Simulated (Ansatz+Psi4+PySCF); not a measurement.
# doublet HNO(+): levels of theory in one basis

```xyz
3

N    -0.0143    0.0032    0.0074
H    -0.0122    0.8363    0.6241
O     0.0131   -0.9667    0.7051
```

Basis set: cc-pVTZ (spherical functions). Left uncorrelated: 2 orbitals. Correlation on ROHF uses semicanonical orbitals with singles. Charge 1, multiplicity 2.

Computed with Ansatz (development build ahead of 0.2.0) and Psi4 1.11; each method stands on the lowest determinant of its kind that the runs found.

```tsv
method	E − E(ROHF) (eV)	<S²> of the determinant
ROHF	0.00	0.75
UHF	-0.37	1.02
UHF-MP2	-10.55	1.02
```

**Question.** What does ROHF-MP2 give on the same scale?

**Answer.** -11.05 eV.

Caution for UHF, UHF-MP2: the unrestricted determinant is spin contaminated.
